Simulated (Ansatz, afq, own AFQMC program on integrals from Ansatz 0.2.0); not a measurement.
Integrals from Ansatz 0.2.0, then the random walk in our own AFQMC program (afq).

```yaml
crystal:
  periodic: [false, false, false]
  atoms:
    - {symbol: Si, position_ang: [-1.699975, 0.000000, 0.000000]}
    - {symbol: H, position_ang: [-2.194846, 1.399708, 0.000000]}
    - {symbol: H, position_ang: [-2.194846, -0.699854, 1.212183]}
    - {symbol: H, position_ang: [-2.194846, -0.699854, -1.212182]}
    - {symbol: H, position_ang: [-0.215359, 0.000000, 0.000000]}
    - {symbol: Cl, position_ang: [1.540025, 0.000000, 0.000000]}
basis:
  gaussian: {orbitals: cc-pVTZ}
magnetization: {spin_polarized: true, initial_magnetization: 1}
correlation: {method: ccsd_t, electrons: outside_noble_gas, hamiltonian_folder: ham}
```

```sh
$ ansatz run in.yaml --threads 1 --pin off --events-out ev --progress --plain --max-ram 16896MiB --backend cuda --devices 0, --max-vram 18GiB
```

Options of the walk:

```
--method phaseless --trial cisd --walkers 600 --populations 10 --least-time 60 --time-step 0.005 --steps-per-block 50 --equilibration-blocks 28 --max-blocks 4000 --target-error 0.00023 --factor-cut 1e-05 --start spin_pure --seed 3297 --release-times 0.24,0.51,0.99,1.5 --release-step 0.03 --release-every 4 --taylor-order 6
```

Times are imaginary, in 1/Eh. The walk had a cap of 240 s. With eight or more populations the least sampling time is a fifth of least-time, and the error comes from their spread.

Output of the walk:

```
orbitals 114  electrons 8 7  factors 690 of 702
reference energy -750.72932040 Eh
CCSD correlation -0.36871961 Eh in 11 cycles, weight of the determinant in the CISD state 0.8480
energy of the start -751.097077 Eh
 block  time / (1/Eh)  mean weight  energy / Eh
     1     0.250  1.0001  -751.090057
     2     0.500  0.9991  -751.094182
     3     0.750  1.0009  -751.098385
     4     1.000  1.0009  -751.101632
     5     1.250  0.9992  -751.103809
     7     1.750  0.9999  -751.107710
     9     2.250  1.0008  -751.109423
    13     3.250  0.9986  -751.110197
    19     4.750  1.0000  -751.110001
    25     6.250  1.0003  -751.112173
    31     7.750  0.9985  -751.114383
    37     9.250  1.0002  -751.113404
    43    10.750  0.9992  -751.109780
    49    12.250  0.9991  -751.111358
    55    13.750  1.0013  -751.114497
    61    15.250  1.0005  -751.109889
    67    16.750  0.9988  -751.112606
    73    18.250  1.0003  -751.110977
    79    19.750  1.0006  -751.112589
    85    21.250  1.0010  -751.112685
    88    22.000  0.9992  -751.108485
    91    22.750  1.0012  -751.110773
    97    24.250  1.0002  -751.112643
   103    25.750  0.9988  -751.111887
   109    27.250  0.9997  -751.112336
   115    28.750  1.0002  -751.110077
   121    30.250  1.0007  -751.109734
   127    31.750  0.9998  -751.110813
error from the spread of 10 populations
released: time / (1/Eh)  energy / Eh  error  mean overlap
  0.24  -751.111247  0.000327  0.9994
  0.51  -751.111265  0.000235  1.0072
  0.99  -751.112026  0.000248  0.9911
  1.50  -751.111748  0.000450  0.9729
energy -751.111366 +/- 0.000229 Eh
(rows thinned)
```

The run passed its tests (sampling time, drift between the halves within three errors, error under three times the target), which doesn't prove that it has relaxed. The second half of the sampling lies above the first by 2.3 errors of their difference, so the energy may still be moving and its error bar be too small.

Against this walk (error 6.2 meV) on the same determinant: CCSD(T) 44.1 meV higher. The error is statistical and leaves out the bias of the constraint. Released to 1.50 1/Eh the energy moves by -10 ± 14 meV (both errors), within twice the noise.

Cautions: constraint bias not in the error.

The walk took 57 s on 1 × NVIDIA H100 80GB HBM3 with 2 threads of AMD EPYC 7R13 Processor (Zen 3), with other jobs on the host (the card was shared). The log's last line is the phaseless energy.

A walk keeps the symmetry of its determinant, which the program's search chose and which needn't be the lowest solution, so a lower state of the same spin and another symmetry isn't excluded.
